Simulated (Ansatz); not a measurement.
How methods differ on [PO2]+ (SMILES O=[P+]=O)

[PO2]+: 3 atoms, total charge +1, spin state singlet. As SMILES, `O=[P+]=O`. The coordinates come from a GFN2-xTB relaxation.

| atom | x (Å) | y (Å) | z (Å) |
| --- | --- | --- | --- |
| O | 0.7923 | 1.0259 | 0.5482 |
| P | 0.0002 | -0.0002 | 0.0003 |
| O | -0.7925 | -1.0257 | -0.5485 |

Quantity: the energy change with the O1–P2 bond stretched from 1.407 to 2.815 Å, in eV. The values are calculated.

```json
{"level": "HF/STO-3G (restricted)", "kind": "Hartree–Fock", "program": "Ansatz", "value (eV)": "-0.66", "less FCI/STO-3G": "-1.31"}
{"level": "CCSD(T)/STO-3G (restricted)", "kind": "coupled cluster or CI", "program": "Ansatz", "value (eV)": "0.76", "less FCI/STO-3G": "+0.11"}
{"level": "CCSD/STO-3G (restricted)", "kind": "coupled cluster or CI", "program": "Ansatz", "value (eV)": "0.02", "less FCI/STO-3G": "-0.63"}
{"level": "FCI/STO-3G", "kind": "exact in the basis", "program": "Ansatz", "value (eV)": "0.65", "less FCI/STO-3G": "0.00"}
```

FCI/STO-3G is exact within its basis and frozen core, so for wave-function methods in that basis the difference is their error. The first shape isn't each level's own minimum. The values span -0.66 to 0.76 eV. All rows use very small basis sets, so none should be taken for the real molecule's value.
